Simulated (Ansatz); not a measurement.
# Active spaces for CH3P, singlet

Calculated in Ansatz's Gaussian-basis code. Basis aug-cc-pVDZ on C/H, aug-cc-pV(D+d)Z on P, nonrelativistic, no frozen core. State-specific CASSCF; RHF is the lowest restricted (open-shell) Hartree–Fock solution met. Solutions may break the symmetry of the shape. No proof that the lowest CASSCF solution was found.

Geometry:

```xyz
5

C     0.0000    0.0238    1.0775
P     0.0000   -0.1007   -0.5930
H     0.0000    0.9584    1.6301
H     0.0000   -0.8828    1.6761
H     0.0000    1.2924   -0.8762
```

Question: What do CASSCF and its corrections give against RHF in CAS(4,3), and what are the occupations?

Answer: CASSCF -0.802 eV, SC-NEVPT2 -8.927 eV; occupations 2.00, 1.89, 0.12.
